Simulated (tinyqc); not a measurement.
Worked calculation: RKS/BLYP in the sto-6g basis, for BH, spin multiplicity 1. Computed by tinyqc, a small Python program that keeps every step (integrals from PySCF). Settings: charge = 0, multiplicity = 1, basis = sto-6g, energy threshold = 1e-09, iteration cap = 64, orthogonalisation = canonical, start = core, DIIS depth = 3, method = RKS, functional = blyp, grid = [30, 50]. Command: `OMP_NUM_THREADS=1 python tinyqc.py 26810 26811 out.jsonl` (the two numbers bound the seeds that draw the settings). One thread of a shared host (Intel(R) Xeon(R) Processor @ 2.60GHz), about 0.7 s of CPU time with the checks. Later iterations appear only in the table of the cycle.

## One-electron integrals

Geometry (angstrom):
```
atom        x        y        z
B     0.00000  0.00000  0.00000
H     0.00000  0.00000  1.74700
```

Basis sto-6g: exponents (1/bohr^2) and contraction coefficients of normalised primitives:
```
element  l (shell)   exponent  coefficient
B            s (1)  506.01115      0.00916
B            s (1)   92.77681      0.04936
B            s (1)   25.95566      0.16854
B            s (1)    8.91645      0.37056
B            s (1)    3.46251      0.41649
B            s (1)    1.42605      0.13033
B            s (2)   23.19458     -0.01325
B            s (2)    4.59081     -0.04699
B            s (2)    1.42682     -0.03379
B            s (2)    0.54895      0.25024
B            s (2)    0.23841      0.59512
B            s (2)    0.10928      0.24071
B            p (3)   23.19458      0.00376
B            p (3)    4.59081      0.03768
B            p (3)    1.42682      0.17390
B            p (3)    0.54895      0.41804
B            p (3)    0.23841      0.42586
B            p (3)    0.10928      0.10171
H            s (1)   35.52322      0.00916
H            s (1)    6.51314      0.04936
H            s (1)    1.82214      0.16854
H            s (1)    0.62596      0.37056
H            s (1)    0.24308      0.41649
H            s (1)    0.10011      0.13033
```

Overlap, kinetic and nuclear-attraction integrals over the contracted functions; the nuclear repulsion is the sum of Za Zb / Rab.

nuclear repulsion = 1.5145312 hartree

overlap S, lower triangle:
```
          1B 1s    1B 2s   1B 2px   1B 2py   1B 2pz    2H 1s
1B 1s   1.00000
1B 2s   0.26489  1.00000
1B 2px  0.00000  0.00000  1.00000
1B 2py  0.00000  0.00000  0.00000  1.00000
1B 2pz  0.00000  0.00000  0.00000  0.00000  1.00000
2H 1s   0.01945  0.23769  0.00000  0.00000  0.28439  1.00000
```

kinetic energy T (hartree), lower triangle:
```
           1B 1s    1B 2s   1B 2px   1B 2py   1B 2pz    2H 1s
1B 1s   10.94724
1B 2s   -0.33388  0.37450
1B 2px   0.00000  0.00000  1.12503
1B 2py   0.00000  0.00000  0.00000  1.12503
1B 2pz   0.00000  0.00000  0.00000  0.00000  1.12503
2H 1s   -0.00698  0.00360  0.00000  0.00000  0.05014  0.76852
```

nuclear attraction V (hartree), lower triangle:
```
            1B 1s     1B 2s    1B 2px    1B 2py    1B 2pz     2H 1s
1B 1s   -23.69463
1B 2s    -2.82443  -4.05194
1B 2px    0.00000   0.00000  -4.03443
1B 2py    0.00000   0.00000   0.00000  -4.03443
1B 2pz   -0.00906  -0.08632   0.00000   0.00000  -4.08645
2H 1s    -0.22702  -0.73656   0.00000   0.00000  -0.83346  -2.75195
```

core Hamiltonian H = T + V (hartree), lower triangle:
```
            1B 1s     1B 2s    1B 2px    1B 2py    1B 2pz     2H 1s
1B 1s   -12.74738
1B 2s    -3.15831  -3.67744
1B 2px    0.00000   0.00000  -2.90941
1B 2py    0.00000   0.00000   0.00000  -2.90941
1B 2pz   -0.00906  -0.08632   0.00000   0.00000  -2.96142
2H 1s    -0.23400  -0.73296   0.00000   0.00000  -0.78332  -1.98343
```

## Two-electron integrals

Functions are numbered as in S; the eight-fold symmetry (ij|kl) = (ji|kl) = (kl|ij) leaves the list below.

Two-electron integrals (ij|kl) in chemists' order, unique and non-zero (hartree):
```
(11|11) 2.92499   (21|11) 0.48076   (21|21) 0.09948   (22|11) 0.74345
(22|21) 0.18897   (22|22) 0.54492   (31|31) 0.02110   (32|31) 0.03085
(32|32) 0.12044   (33|11) 0.74345   (33|21) 0.18897   (33|22) 0.54492
(33|33) 0.58711   (41|41) 0.02110   (42|41) 0.03085   (42|42) 0.12044
(43|43) 0.03164   (44|11) 0.74345   (44|21) 0.18897   (44|22) 0.54492
(44|33) 0.52383   (44|44) 0.58711   (51|51) 0.02110   (52|51) 0.03085
(52|52) 0.12044   (53|53) 0.03164   (54|54) 0.03164   (55|11) 0.74345
(55|21) 0.18897   (55|22) 0.54492   (55|33) 0.52383   (55|44) 0.52383
(55|55) 0.58711   (61|11) 0.03619   (61|21) 0.00728   (61|22) 0.01377
(61|33) 0.01370   (61|44) 0.01370   (61|51) 0.00058   (61|52) 0.00112
(61|55) 0.01392   (61|61) 0.00055   (62|11) 0.11672   (62|21) 0.03036
(62|22) 0.10025   (62|33) 0.09720   (62|44) 0.09720   (62|51) 0.00347
(62|52) 0.02276   (62|55) 0.10635   (62|61) 0.00238   (62|62) 0.02959
(63|31) 0.00269   (63|32) 0.01327   (63|53) 0.00392   (63|63) 0.00265
(64|41) 0.00269   (64|42) 0.01327   (64|54) 0.00392   (64|64) 0.00265
(65|11) 0.12322   (65|21) 0.03241   (65|22) 0.11210   (65|33) 0.10657
(65|44) 0.10657   (65|51) 0.00575   (65|52) 0.03577   (65|55) 0.12315
(65|61) 0.00263   (65|62) 0.03831   (65|65) 0.05129   (66|11) 0.30243
(66|21) 0.08006   (66|22) 0.29795   (66|33) 0.28348   (66|44) 0.28348
(66|51) 0.00891   (66|52) 0.08039   (66|55) 0.32691   (66|61) 0.00631
(66|62) 0.12422   (66|65) 0.17259   (66|66) 0.77500
```

## Orthogonalisation

S = U s U^T; canonical form X = U s^(-1/2), so that X^T S X = 1. Each column of U has its largest component positive (the first on a tie).

eigenvalues of S: 0.58986  0.81127  1.00000  1.00000  1.17159  1.42728

X:
```
               1         2        3         4         5        6
1B 1s    0.44586   0.69404  0.00000   0.00000  -0.54309  0.32027
1B 2s   -0.74871  -0.46480  0.00000   0.00000  -0.37629  0.47952
1B 2px   0.00000   0.00000  0.64560   0.76368   0.00000  0.00000
1B 2py   0.00000   0.00000  0.76368  -0.64560   0.00000  0.00000
1B 2pz  -0.55127   0.60939  0.00000   0.00000   0.55291  0.33618
2H 1s    0.79502  -0.40441  0.00000   0.00000   0.33360  0.50508
```

Within a degenerate level the vectors are fixed only up to a rotation; this is one choice.

## Starting guess

The start is the orbitals of the core Hamiltonian; D = 2 C_occ C_occ^T.

D at the start, lower triangle:
```
           1B 1s     1B 2s   1B 2px   1B 2py    1B 2pz    2H 1s
1B 1s    2.15409
1B 2s   -0.58420   2.21172
1B 2px   0.00000   0.00000  0.00000
1B 2py   0.00000   0.00000  0.00000  0.00000
1B 2pz  -0.01662   0.07050  0.00000  0.00000   2.08170
2H 1s    0.04216  -0.13995  0.00000  0.00000  -0.16628  0.02146
```

## Iteration 1: exchange-correlation on the grid

Becke grid with 30 radial and 50 angular points per atom, points of zero weight dropped. rho = sum D_ij phi_i phi_j; V_xc,ij = sum w v_xc phi_i phi_j plus the gradient terms; v_xc is d(rho eps)/d rho at fixed gradient.

The 8 grid points with the largest w rho, of 2983 (bohr, atomic units):
```
x                y         z        w      rho  |grad rho|^2    eps_xc      v_xc
-0.43404   0.43404  -1.30211  0.15191  0.15685       0.06793  -0.45484  -0.55591
0.43404    0.43404  -1.30211  0.15191  0.15685       0.06793  -0.45484  -0.55591
-0.43404  -0.43404  -1.30211  0.15191  0.15685       0.06793  -0.45484  -0.55591
0.43404   -0.43404  -1.30211  0.15191  0.15685       0.06793  -0.45484  -0.55591
-0.52762   0.52762  -1.58286  0.25795  0.09175       0.02979  -0.39342  -0.46361
0.52762    0.52762  -1.58286  0.25795  0.09175       0.02979  -0.39342  -0.46361
-0.52762  -0.52762  -1.58286  0.25795  0.09175       0.02979  -0.39342  -0.46361
0.52762   -0.52762  -1.58286  0.25795  0.09175       0.02979  -0.39342  -0.46361
```

electrons on the grid, sum of w rho = 6.00003

E_xc = sum of w rho eps_xc = -4.6028727 hartree

V_xc (hartree), lower triangle:
```
           1B 1s     1B 2s    1B 2px    1B 2py    1B 2pz     2H 1s
1B 1s   -1.92556
1B 2s   -0.26681  -0.45647
1B 2px   0.00000   0.00000  -0.42569
1B 2py   0.00000   0.00000   0.00000  -0.42569
1B 2pz  -0.00039  -0.00078   0.00000   0.00000  -0.51808
2H 1s   -0.02114  -0.07684   0.00000   0.00000  -0.08555  -0.18193
```

## Iteration 1: building the Kohn-Sham matrix

J_ij = sum D_kl (ij|kl); F = H + J + V_xc; E = tr D H + tr D J / 2 + E_xc + E_nn.

Coulomb J (hartree), lower triangle:
```
          1B 1s     1B 2s   1B 2px   1B 2py   1B 2pz    2H 1s
1B 1s   8.86681
1B 2s   1.71372   3.66246
1B 2px  0.00000   0.00000  3.62092
1B 2py  0.00000   0.00000  0.00000  3.62092
1B 2pz  0.00100  -0.00049  0.00000  0.00000  3.74553
2H 1s   0.12767   0.64400  0.00000  0.00000  0.71284  1.83346
```

Kohn-Sham matrix F (hartree), lower triangle:
```
           1B 1s     1B 2s   1B 2px   1B 2py    1B 2pz     2H 1s
1B 1s   -5.80613
1B 2s   -1.71140  -0.47145
1B 2px   0.00000   0.00000  0.28583
1B 2py   0.00000   0.00000  0.00000  0.28583
1B 2pz  -0.00845  -0.08759  0.00000  0.00000   0.26602
2H 1s   -0.12747  -0.16581  0.00000  0.00000  -0.15603  -0.33191
```

total energy of this density = -24.4501041 hartree

## Iteration 1: diagonalisation and new density

Diagonalise F' = X^T F X, C = X C', fill 3 alpha and 3 beta electrons from the bottom; D = 2 C_occ C_occ^T. Each column has its largest component positive (the first on a tie).

F' = X^T F X (hartree), lower triangle:
```
          1         2        3        4         5         6
1  -0.22921
2  -0.82765  -1.62136
3   0.00000   0.00000  0.28583
4   0.00000   0.00000  0.00000  0.28583
5   0.79591   2.24368  0.00000  0.00000  -2.36257
6  -0.81243  -1.37745  0.00000  0.00000   1.69358  -1.48881
```

orbital energies (hartree): MO1 -5.81184, MO2 -0.34403, MO3 0.09075, MO4 0.28583, MO5 0.28583, MO6 0.36317

coefficients C:
```
             MO1       MO2       MO3       MO4      MO5       MO6
1B 1s    0.99082  -0.06548  -0.30299   0.00000  0.00000   0.01384
1B 2s    0.03323   0.15165   1.05994   0.00000  0.00000  -0.02373
1B 2px   0.00000   0.00000   0.00000  -0.22321  0.97477   0.00000
1B 2py   0.00000   0.00000   0.00000   0.97477  0.22321   0.00000
1B 2pz   0.00325   0.10857   0.08555   0.00000  0.00000   1.03676
2H 1s   -0.00565   0.91949  -0.41407   0.00000  0.00000  -0.38085
```

D after iteration 1, lower triangle:
```
           1B 1s     1B 2s   1B 2px   1B 2py   1B 2pz    2H 1s
1B 1s    2.15563
1B 2s   -0.59630   2.29515
1B 2px   0.00000   0.00000  0.00000
1B 2py   0.00000   0.00000  0.00000  0.00000
1B 2pz  -0.05962   0.21449  0.00000  0.00000  0.03823
2H 1s    0.11930  -0.59927  0.00000  0.00000  0.12877  2.03390
```

Within a degenerate level the vectors are fixed only up to a rotation; this is one choice.

## Iteration 2: exchange-correlation on the grid

As before.

The 8 grid points with the largest w rho, of 2983 (bohr, atomic units):
```
x                y        z        w      rho  |grad rho|^2    eps_xc      v_xc
0.00000   -1.01790  1.01790  0.16854  0.06066       0.00872  -0.34208  -0.40774
1.01790    0.00000  1.01790  0.16854  0.06066       0.00872  -0.34208  -0.40774
-1.01790   0.00000  1.01790  0.16854  0.06066       0.00872  -0.34208  -0.40774
0.00000    1.01790  1.01790  0.16854  0.06066       0.00872  -0.34208  -0.40774
0.00000   -1.23738  1.23738  0.27929  0.03627       0.00411  -0.30033  -0.34335
1.23738    0.00000  1.23738  0.27929  0.03627       0.00411  -0.30033  -0.34335
-1.23738   0.00000  1.23738  0.27929  0.03627       0.00411  -0.30033  -0.34335
0.00000    1.23738  1.23738  0.27929  0.03627       0.00411  -0.30033  -0.34335
```

electrons on the grid, sum of w rho = 6.00000

E_xc = sum of w rho eps_xc = -4.5007424 hartree

V_xc (hartree), lower triangle:
```
           1B 1s     1B 2s    1B 2px    1B 2py    1B 2pz     2H 1s
1B 1s   -1.91180
1B 2s   -0.25515  -0.39702
1B 2px   0.00000   0.00000  -0.39327
1B 2py   0.00000   0.00000   0.00000  -0.39327
1B 2pz  -0.00275  -0.02605   0.00000   0.00000  -0.40457
2H 1s   -0.02018  -0.09269   0.00000   0.00000  -0.11633  -0.52181
```

## Iteration 2: building the Kohn-Sham matrix

As before.

Coulomb J (hartree), lower triangle:
```
          1B 1s    1B 2s   1B 2px   1B 2py   1B 2pz    2H 1s
1B 1s   7.98219
1B 2s   1.49515  3.16676
1B 2px  0.00000  0.00000  3.13872
1B 2py  0.00000  0.00000  0.00000  3.13872
1B 2pz  0.02629  0.19368  0.00000  0.00000  3.22283
2H 1s   0.11269  0.68651  0.00000  0.00000  0.82255  2.75954
```

Kohn-Sham matrix F (hartree), lower triangle:
```
           1B 1s     1B 2s    1B 2px    1B 2py    1B 2pz    2H 1s
1B 1s   -6.67700
1B 2s   -1.91831  -0.90770
1B 2px   0.00000   0.00000  -0.16396
1B 2py   0.00000   0.00000   0.00000  -0.16396
1B 2pz   0.01447   0.08132   0.00000   0.00000  -0.14317
2H 1s   -0.14149  -0.13914   0.00000   0.00000  -0.07710  0.25430
```

total energy of this density = -24.7391673 hartree

## Iteration 2: DIIS over 2 matrices

error matrix X^T (FDS - SDF) X:
```
          1        2        3        4         5         6
1   0.00000  0.26116  0.00000  0.00000   0.35769   0.12799
2  -0.26116  0.00000  0.00000  0.00000  -0.19350  -0.05604
3   0.00000  0.00000  0.00000  0.00000   0.00000   0.00000
4   0.00000  0.00000  0.00000  0.00000   0.00000   0.00000
5  -0.35769  0.19350  0.00000  0.00000   0.00000   0.01808
6  -0.12799  0.05604  0.00000  0.00000  -0.01808   0.00000
```

B (overlaps of the stored error matrices):
```
                1               2
1   4.1658119e-01  -2.7210504e-01
2  -2.7210504e-01   5.0686710e-01
```

Minimise |sum c_i e_i|^2 with sum c_i = 1: solve [B -1; -1 0][c; lambda] = [0; -1] with B_ij = tr e_i^T e_j, and take F = sum c_i F_i.

DIIS coefficients: 0.53076  0.46924

extrapolated F (hartree), lower triangle:
```
           1B 1s     1B 2s   1B 2px   1B 2py    1B 2pz     2H 1s
1B 1s   -6.21478
1B 2s   -1.80849  -0.67616
1B 2px   0.00000   0.00000  0.07477
1B 2py   0.00000   0.00000  0.00000  0.07477
1B 2pz   0.00231  -0.00833  0.00000  0.00000   0.07401
2H 1s   -0.13405  -0.15329  0.00000  0.00000  -0.11899  -0.05683
```

## Iteration 2: diagonalisation and new density

As before.

F' = X^T F X (hartree), lower triangle:
```
          1         2        3        4         5         6
1  -0.23675
2  -0.97284  -1.87176
3   0.00000   0.00000  0.07477
4   0.00000   0.00000  0.00000  0.07477
5   0.93945   2.21921  0.00000  0.00000  -2.60639
6  -0.69345  -1.52111  0.00000  0.00000   1.87539  -1.51477
```

orbital energies (hartree): MO1 -6.21957, MO2 -0.20068, MO3 -0.04076, MO4 0.07477, MO5 0.07477, MO6 0.23134

coefficients C:
```
             MO1       MO2       MO3       MO4      MO5       MO6
1B 1s    0.99178  -0.24606  -0.16531   0.00000  0.00000  -0.08071
1B 2s    0.02989   0.81161   0.61222   0.00000  0.00000   0.33722
1B 2px   0.00000   0.00000   0.00000  -0.34698  0.93787   0.00000
1B 2py   0.00000   0.00000   0.00000   0.93787  0.34698   0.00000
1B 2pz   0.00087   0.12272  -0.52229   0.00000  0.00000   0.89785
2H 1s   -0.00455   0.42599  -0.60918   0.00000  0.00000  -0.78065
```

D after iteration 2, lower triangle:
```
           1B 1s     1B 2s   1B 2px   1B 2py   1B 2pz    2H 1s
1B 1s    2.14298
1B 2s   -0.54252   2.06884
1B 2px   0.00000   0.00000  0.00000
1B 2py   0.00000   0.00000  0.00000  0.00000
1B 2pz   0.11401  -0.44026  0.00000  0.00000  0.57570
2H 1s   -0.01726  -0.05470  0.00000  0.00000  0.74088  1.10517
```

Within a degenerate level the vectors are fixed only up to a rotation; this is one choice.

## Iteration 9 (converged): orbitals

converged F (hartree), lower triangle:
```
           1B 1s     1B 2s    1B 2px    1B 2py    1B 2pz     2H 1s
1B 1s   -6.38573
1B 2s   -1.84744  -0.75215
1B 2px   0.00000   0.00000  -0.00054
1B 2py   0.00000   0.00000   0.00000  -0.00054
1B 2pz  -0.00799  -0.02804   0.00000   0.00000  -0.00333
2H 1s   -0.13720  -0.16572   0.00000   0.00000  -0.13306  -0.09370
```

As before.

F' = X^T F X (hartree), lower triangle:
```
          1         2         3         4         5         6
1  -0.32044
2  -0.99124  -1.97366
3   0.00000   0.00000  -0.00054
4   0.00000   0.00000   0.00000  -0.00054
5   0.96649   2.25755   0.00000   0.00000  -2.69777
6  -0.68099  -1.56252   0.00000   0.00000   1.90580  -1.60027
```

orbital energies (hartree): MO1 -6.39011, MO2 -0.26788, MO3 -0.09039, MO4 -0.00054, MO5 -0.00054, MO6 0.15623

coefficients C:
```
             MO1       MO2       MO3       MO4      MO5       MO6
1B 1s    0.99222  -0.25493   0.15262   0.00000  0.00000  -0.07232
1B 2s    0.02839   0.85066  -0.57334   0.00000  0.00000   0.30820
1B 2px   0.00000   0.00000   0.00000   0.99989  0.01468   0.00000
1B 2py   0.00000   0.00000   0.00000  -0.01468  0.99989   0.00000
1B 2pz   0.00262   0.15926   0.55953   0.00000  0.00000   0.86921
2H 1s   -0.00477   0.35725   0.59219   0.00000  0.00000  -0.82683
```

D after iteration 9, lower triangle:
```
           1B 1s     1B 2s   1B 2px   1B 2py   1B 2pz    2H 1s
1B 1s    2.14555
1B 2s   -0.55238   2.10629
1B 2px   0.00000   0.00000  0.00000
1B 2py   0.00000   0.00000  0.00000  0.00000
1B 2pz   0.09480  -0.37050  0.00000  0.00000  0.67690
2H 1s   -0.01084  -0.07153  0.00000  0.00000  0.77647  0.95668
```

Within a degenerate level the vectors are fixed only up to a rotation; this is one choice.

## Convergence

Stop when the energy changes by less than 1e-09 hartree and every element of the error matrix X^T (F D S - S D F) X is below 9e-06.

Course of the cycle:
```
iteration  E (hartree)     change  largest element of the error matrix
1          -24.4501041          -                             3.39e-01
2          -24.7391673  -2.89e-01                             3.58e-01
3          -25.0994635  -3.60e-01                             9.00e-02
4          -25.0980070   1.46e-03                             8.17e-02
5          -25.0830910   1.49e-02                             1.25e-01
6          -25.1078297  -2.47e-02                             7.10e-03
7          -25.1078997  -7.00e-05                             1.66e-03
8          -25.1079040  -4.26e-06                             2.25e-05
9          -25.1079040  -7.10e-10                             7.96e-08
```

PySCF RKS in the same basis, fine grid = -25.1078883 hartree

Converged in 9 iterations. The coarse grid moves the energy by -1.57e-05 hartree.

## Populations, bond orders and dipole

Mulliken: Z minus the diagonal of D S on the atom; Loewdin: the same with S^(1/2) D S^(1/2); Mayer order: 2 sum_s sum (D(s) S)_ij (D(s) S)_ji over the two atoms.

Charges (e):
```
atom  Mulliken   Loewdin
1B     0.16029   0.15831
2H    -0.16029  -0.15831
```

Mayer bond orders:
```
pair    order
2-1   0.97431
```

dipole moment about the origin, x y z (debye): 0.00000  0.00000  -0.38723
